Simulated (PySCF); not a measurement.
## How methods differ on the ionisation energy of N

N [He] 2s2 2p3 (4S) → N⁺ [He] 2s2 2p2 (3P), as a difference of total energies. All numbers are calculated (PySCF 2.14, scalar relativity by spin-free X2C-1e, in aug-cc-pCVTZ-DK with one added diffuse shell each of s, p, d, f type (8s7p5d3f, 75 functions)). Correlated levels: valence and next inner shell: nothing frozen. The calculations carry no spin-orbit coupling.

```json
{"method": "UHF", "ionisation energy (eV)": "13.887"}
{"method": "MP2 (valence and next inner shell)", "ionisation energy (eV)": "14.602"}
{"method": "SCS-MP2 (valence and next inner shell)", "ionisation energy (eV)": "14.335"}
{"method": "CCSD (valence and next inner shell)", "ionisation energy (eV)": "14.465"}
{"method": "CCSD(T) (valence and next inner shell)", "ionisation energy (eV)": "14.489"}
```

Question: How much does correlation contribute at CCSD(T) (valence and next inner shell)?

Answer: 14.489 − (13.887) = 0.602 eV, measured against UHF.

A first-order spin-orbit estimate (lowest level to lowest level, LS coupling) adds -0.012 eV.

Errors of the correlated levels include the incompleteness of this basis.

For comparison: 14.534 eV (measured; NIST Atomic Spectra Database, ionization energies).
